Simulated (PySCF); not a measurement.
Point-charge models of `O=C(O)C(F)F` against its computed dipole.

Coordinates (GFN2-xTB, Å) and charges (e) from the PBE0/pcSseg-1 density (PySCF):

```
atom       x       y       z  Mulliken      IAO  Hirshfeld  ESP-fitted
  O1   0.957  -1.341  -0.576   -0.3630  -0.4177    -0.2505     -0.4959
  C2   0.552  -0.331  -0.091   +0.3704  +0.5050    +0.2008     +0.6466
  O3   1.298   0.602   0.485   -0.3557  -0.4661    -0.1625     -0.6265
  C4  -0.936   0.082  -0.018   +0.5406  +0.4057    +0.1464     +0.3674
  F5  -1.721  -0.870  -0.547   -0.2760  -0.2790    -0.0918     -0.2237
  F6  -1.135   1.214  -0.729   -0.2907  -0.2881    -0.1007     -0.2036
  H7   2.244   0.385   0.429   +0.2569  +0.3825    +0.2014     +0.4696
  H8  -1.250   0.269   1.022   +0.1176  +0.1576    +0.0568     +0.0660
```

Problem. What dipole does each set of charges give (1 e·Å = 4.803 D), and what does the density give?

Solution. The full density gives (1.51, 1.21, 2.14) D, 2.88 D in size; dipole vectors point from the negative to the positive end.

```json
{"scheme": "Mulliken", "μx": "0.59", "μy": "1.02", "μz": "2.82", "size (D)": "3.05", "share of the full size (%)": "106", "angle to the full dipole (°)": "22"}
{"scheme": "IAO", "μx": "1.74", "μy": "1.10", "μz": "3.12", "size (D)": "3.74", "share of the full size (%)": "130", "angle to the full dipole (°)": "10"}
{"scheme": "Hirshfeld", "μx": "0.85", "μy": "1.12", "μz": "1.50", "size (D)": "2.06", "share of the full size (%)": "71", "angle to the full dipole (°)": "10"}
{"scheme": "ESP-fitted", "μx": "1.50", "μy": "1.20", "μz": "2.19", "size (D)": "2.91", "share of the full size (%)": "101", "angle to the full dipole (°)": "1"}
```

Problem. Which set comes closest?

Solution. Length of the difference vector: ESP-fitted 0.05 D, Hirshfeld 0.92 D, IAO 1.01 D, Mulliken 1.16 D. Closest: ESP-fitted. ESP charges are fitted to the potential around the molecule, whose slowest-falling term is the dipole's. The schemes that divide the density aren't constrained to reproduce the dipole.

Problem. What is left for the Hirshfeld atoms' own dipoles?

Solution. The shares of the density sum to the whole, so what Σ q r misses lies in dipoles about the nuclei. The atomic dipoles sum to (1.51, 1.21, 2.14) − (0.85, 1.12, 1.50) = (0.66, 0.09, 0.64) D, 0.92 D in size.

Problem. With the origin at the mean of the coordinates, (0.001, 0.001, -0.003) Å, which are the largest single terms, by size, of the IAO dipole along the direction of the full one?

Solution. H7 +3.05, O3 -2.90, F5 +2.24, O1 +0.97, C4 -0.91 D; all 8 atoms together +3.68 D. The single terms depend on the origin, their sum doesn't.

Problem. Give the size of the full dipole in other units.

Solution. 2.88 D = 1.134 au = 0.600 e·Å = 9.61 × 10⁻³⁰ C·m.

The structure is a single GFN2-xTB conformer in the gas phase; no vibrational or solvent corrections.

Shape of the structure used: `[O:1]=[C:2]([OH:3])[CH:4]([F:5])[F:6]`: O1–C2–C4–F5 2°, H–O3–C2–O1 3°.
